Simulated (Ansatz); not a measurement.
C4H9O, SMILES [CH2]CCOC, a comparison of dispersion corrections

Run with Ansatz 0.2.0, Python API.

`run_disp.py`:
```python
"""Size of D3 and D4 in C4H9O."""

import warnings

import ansatz as az

BASIS_SET = "def2-SVP"

GEOMETRY = """
C    -1.69040    1.18540    0.61310
C    -1.35130   -0.29050    0.44460
C    -0.03550   -0.47280   -0.30930
O     1.02070    0.09520    0.43720
C     2.23050   -0.06650   -0.26820
H    -1.84540    1.66410   -0.37730
H    -2.61450    1.29520    1.21880
H    -2.17040   -0.79230   -0.11460
H    -1.27090   -0.76320    1.44710
H    -0.12470    0.01010   -1.31020
H     0.12980   -1.56580   -0.44880
H     2.20180    0.46680   -1.24450
H     3.05130    0.37720    0.33170
H     2.46890   -1.14290   -0.41960
"""


def main() -> None:
    warnings.simplefilter("ignore", az.DeckWarning)

    c4h9o = az.Crystal.molecule()
    for line in GEOMETRY.strip().splitlines():
        symbol, *xyz = line.split()
        c4h9o = c4h9o.atom(symbol, [float(v) for v in xyz])

    job = c4h9o.calculation().basis(gaussian=BASIS_SET).spin("collinear", total=1)
    for name in ["blyp", "pbe0"]:
        for correction in ("d3bj", "d4"):
            summary = job.functional(name, dispersion=correction).run(threads=1).report
            print(f"{name:8s} {correction:5s} total {summary['free_energy_ev']:.5f} eV, of which dispersion {1000 * summary['dispersion']['energy']['ev']:.2f} meV")


if __name__ == "__main__":
    main()
```

```console
$ python run_disp.py
blyp     d3bj  total -6332.01355 eV, of which dispersion -497.47 meV
blyp     d4    total -6332.02751 eV, of which dispersion -511.43 meV
pbe0     d3bj  total -6327.50471 eV, of which dispersion -204.97 meV
pbe0     d4    total -6327.49019 eV, of which dispersion -190.45 meV
```

What to keep in mind:
- Total energies depend on the basis set; only differences at equal settings carry meaning.
- The geometry is a force-field or estimated start, not a minimum of this method, and the basis set is short of its limit. D4 holds the three-body term, and d3bj doesn't.
- The run takes the species as open-shell (spin multiplicity 2), which needn't be its ground state.
- Run time: 25 s on 1 thread of Arm Neoverse V1 (shared host), peak memory 0.37 GiB.
